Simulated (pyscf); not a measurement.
H₃C–Se–CH₃ + H atom (H•) → methane (CH₄) + H₃C–Se•, a substitution at C (doublet surface; C–Se broken, C–H formed). PySCF, gas phase, ωB97X-D3(BJ)/def2-SVP geometries. Energies in kJ/mol from the separated reactants.

Small-basis levels: PySCF, no dispersion term, spherical d functions. AM1 to PM7: differences of heats of formation from MOPAC. Open shells are spin-unrestricted. 

| level | barrier | reaction energy |
|---|---|---|
| HF/STO-3G | 157.4 | -220.5 |
| HF/6-31G*+LANL2DZ | 102.4 | -211.0 |
| MP2/6-31G*+LANL2DZ | 104.8 | -175.4 |
| B3LYP/STO-3G | … | -217.8 |
| B3LYP/3-21G | 44.8 | -191.9 |
| B3LYP/LANL2DZ | 40.2 | -219.7 |
| B3LYP/6-31G*+LANL2DZ | 41.0 | -213.5 |
| M06-2X/6-31G*+LANL2DZ | 58.1 | -182.3 |
| B3LYP/6-311+G**+LANL2DZ | 38.8 | -215.9 |
| PBE/def2-SVP | … | -163.2 |
| AM1 | 15.0 | -154.8 |
| PM6 | 42.1 | -153.4 |
| ωB97M-D3(BJ)/def2-TZVP | … | -182.7 |

Problem. Some entries are withheld; supply them.

Solution. 
- B3LYP/STO-3G, barrier: 80.6
- PBE/def2-SVP, barrier: 41.5
- ωB97M-D3(BJ)/def2-TZVP, barrier: 66.2

Against the last row the barrier runs from -51.2 (AM1) to +91.3 kJ/mol (HF/STO-3G). ωB97M-D3(BJ)/def2-TZVP has limits of its own. Abstraction by the radical was not located in this set and often lies lower. This is the saddle that the search found; another between the same sides may lie lower. The angle at the attacked C is 179°. In the def2 sets elements up to Kr have no core potential.
